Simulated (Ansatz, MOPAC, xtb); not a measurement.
Barrier height from HO + Cl to the transition structure ClHO, without zero-point energy, on the benchmark's geometries as Psi4's copy of the set gives them.
Transition structure (charge 0, multiplicity 3):
```xyz
3

Cl     0.019    -0.817     0.000
H     -0.470     0.569     0.000
O      0.019     1.666     0.000
```

Open shells are unrestricted; no spin–orbit coupling.

The state that AM1 reach isn't checked.

Programs: Ansatz (Gaussian basis) for Hartree–Fock, density functionals and correlated methods; MOPAC for AM1 (differences of heats of formation); xtb for the GFN methods. Each number belongs to the level named beside it. The GFN methods have no spin term and hold the electronic entropy of 300 K.

**Question.** One of these levels gives 21.62 kcal/mol for the barrier height. Which?
(A) AM1
(B) GFN2-xTB
(C) HF/cc-pVDZ
(D) B3LYP/def2-TZVPPD

**Answer.** C, HF/cc-pVDZ. The others give 23.36 (AM1), 11.12 (GFN2-xTB), 4.30 (B3LYP/def2-TZVPPD)

Ansatz is a quantum-chemistry and plane-wave program.
